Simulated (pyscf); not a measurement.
9 organic steps of one kind (substitution at C, radical): barrier in kcal/mol, from the separated reactants or the lowest minimum found. PySCF, gas phase, ωB97X-D3(BJ)/def2-SVP geometries. Functionals in def2-TZVP; the last column is ωB97M-D3(BJ)/def2-TZVP. Rows were drawn at random from the steps of this kind and element class whose saddle was verified and whose references are stable.

```csv
step,PBE,PBE0-D3(BJ),r²SCAN,ωB97M-D3(BJ)
H₃C–O–CH=O + CH₃• → H₃C–CH₃ + •O–CH=O,21.8,29.8,26.9,33.9
H₃C–Br + CH₃• -> H₃C–CH₃ + Br•,11.6,15.6,14.5,18.7
Cl–C(Cl)(Cl)–Cl + CH₃• → Cl• + H₃C–C(Cl)(Cl)–Cl,44.0,50.0,47.4,53.8
H₃C–Cl + CH₃• -> H₃C–CH₃ + Cl•,16.7,21.2,19.7,24.4
H₃C–CH₂–Cl + H• → CH₄ + •H₂C–Cl,28.1,32.6,28.0,36.0
C⁻≡N⁺–CH₃ + H• → CH₄ + •C≡N,27.6,34.7,28.4,38.0
H₃C–CH₂–Br + H• -> H₃C–CH₃ + Br•,10.8,13.9,9.9,17.3
H₃C–O–CH=O + H• → CH₄ + •O–CH=O,15.5,22.0,16.2,26.1
H₃C–CH₂–Cl + H• → H₃C–CH₃ + Cl•,14.7,18.4,14.0,21.8
```

Differences from the last column (kcal/mol): PBE: mean -8.8, median -7.9, mean size 8.8, lower in 9 of 9; PBE0-D3(BJ): mean -3.5, median -3.4, mean size 3.5, lower in 9 of 9; r²SCAN: mean -7.2, median -7.4, mean size 7.2, lower in 9 of 9. PBE is closest for row 7 (6.5 kcal/mol apart) and farthest for row 1 (12.1 kcal/mol). PBE, r²SCAN and M06-2X carry no added dispersion term. The last column is a level with limits of its own. Each barrier is that of the saddle found. An unrestricted DFT solution here is markedly spin-contaminated. Left out: the spin-orbit lowering of Br, Cl, which is large for Br, Se, Te and I. Elements up to Kr have no core potential and no relativistic terms here.
